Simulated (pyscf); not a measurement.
Single points on ωB97X-D3(BJ)/def2-SVP structures (PySCF, gas phase). Correlated levels are frozen-core, on RHF or UHF. ΔMP2 is the change of the MP2 total energy from the triple- to the quadruple-zeta basis.

Q: Estimate the classical barrier height and the reaction energy of H₃Si–O–AsH₂ (SMILES [SiH3]O[AsH2]) → O=AsH (SMILES O=[AsH]) + SiH₄ (SMILES [SiH4]) at CCSD(T)/def2-TZVPP + ΔMP2(QZVPP). The step runs on the singlet surface, breaks As–H, O–Si and forms H–Si; take the reactant's lowest minimum found as zero.

A: ΔE‡ = 2.95 eV, ΔE = +2.57 eV. Zero-point energy shifts the barrier by -0.05 eV. It is an elimination, with an imaginary mode of 384i cm⁻¹. At the saddle there is also a short As–Si contact that neither side keeps. H₃Si–O–AsH₂ lies 0.46 eV over its isomer HO–SiH₂–AsH₂, and others may lie lower still (electronic energy, ωB97M-D3(BJ)). O=AsH lies 0.32 eV over its isomer HO–As: [triplet], and others may lie lower still (electronic energy, ωB97M-D3(BJ)). One saddle was located; it need not be the lowest between these sides. The CCSD(T) − MP2 part came from Ansatz, without density fitting, on the same reference. The frozen core leaves the outer d or s,p core shells of the metals and heavy elements correlated in the MP2 and CC values, and def2-TZVPP describes them poorly, which can shift differences by a few kcal/mol. Elements up to Kr have no core potential and no relativistic terms here.
